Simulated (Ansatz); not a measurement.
Si(OH)2H2 (SiO2H4), relaxed as a singlet with RKS PBE-D4/def2-TZVP in Ansatz, starting from the GFN2-xTB geometry. Force threshold 0.02 eV/Å.

Start:

Cartesian coordinates in Å:
```
Si -0.3527 -0.2220 -0.1190
O 0.3158 1.2632 0.0110
H -0.2059 2.0425 -0.1458
O 0.8445 -1.2634 0.1924
H 1.6110 -0.9651 0.6750
H -0.7888 -0.4995 -1.4800
H -1.4239 -0.3557 0.8664
```

| step | energy (eV) | largest force component (eV/Å) | SCF passes |
| --- | --- | --- | --- |
| 1 | -12032.7945 | 0.901 | 16 |
| 2 | -12032.8626 | 0.458 | 20 |
| 3 | -12032.8781 | 0.185 | 20 |
| 4 | -12032.8936 | 0.299 | 18 |
| 5 (rejected) | -12032.7794 | 2.019 | 25 |
| 6 | -12032.9063 | 0.279 | 18 |
| 7 | -12032.9133 | 0.239 | 18 |
| 8 | -12032.9147 | 0.277 | 25 |
| 9 | -12032.9171 | 0.356 | 20 |
| 10 (rejected) | -12032.9170 | 0.258 | 19 |
| 11 | -12032.9204 | 0.075 | 20 |
| 12 | -12032.9222 | 0.096 | 19 |
| 13 (rejected) | -12032.9221 | 0.169 | 20 |
| 14 | -12032.9226 | 0.024 | 21 |
| 15 | -12032.9234 | 0.013 | 20 |

Force components are those of the run's own axes.

End:

```
atom   x (Å)   y (Å)   z (Å)
 Si1  -0.308  -0.188  -0.238
  O2   0.075   1.413  -0.457
  H3  -0.035   1.995   0.310
  O4   0.997  -1.160   0.081
  H5   1.398  -1.090   0.960
  H6  -0.826  -0.686  -1.537
  H7  -1.301  -0.284   0.881
```

By distances, no bond broke or formed. The bond that changes most is Si1–O4, from 1.62 to 1.66 Å (atoms count from 1).

No frequencies were taken in this run, so the end may be a saddle point.

Hardware: 2 threads of Intel Xeon on a shared host. Wall time 20 s.
